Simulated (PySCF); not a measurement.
## Relaxation of singlet PH5

All numbers come from PBE0/[P def2-TZVP, H def2-TZVP], no relativity, density fitting, PySCF. A (50,194) grid was used.

A hand-made trigonal bipyramidal start, of D3h symmetry, held to at least that symmetry:

```xyz
6
charge 0 multiplicity 1, angstrom
P     0.0000    0.0000    0.0000
H     0.0000    0.0000    1.4300
H     0.0000    0.0000   -1.4300
H     1.4300    0.0000    0.0000
H    -0.7150    1.2384    0.0000
H    -0.7150   -1.2384    0.0000
```

(1) What forces act on the atoms at the start (eV/Å)?

(2) What does it relax to?

(3) How much energy is released, and in how many steps?

## Answers

(1) 
```tsv
atom	Fx	Fy	Fz
P1	0.00	0.00	0.00
H2	0.00	0.00	0.82
H3	0.00	0.00	-0.82
H4	0.06	0.00	0.00
H5	-0.03	0.05	0.00
H6	-0.03	-0.05	0.00
```

(2) It ends at D3h with P–H 1.427 Å (×3), P–H 1.481 Å (×2); H–P–H 90.0° (×6), H–P–H 120.0° (×3), H–P–H 180.0°. A frequency run shows a minimum. Other isomers or separated fragments may lie lower.

(3) 3.9 kJ/mol in 4 steps.

The relaxation took about 21 core-seconds on a shared host.
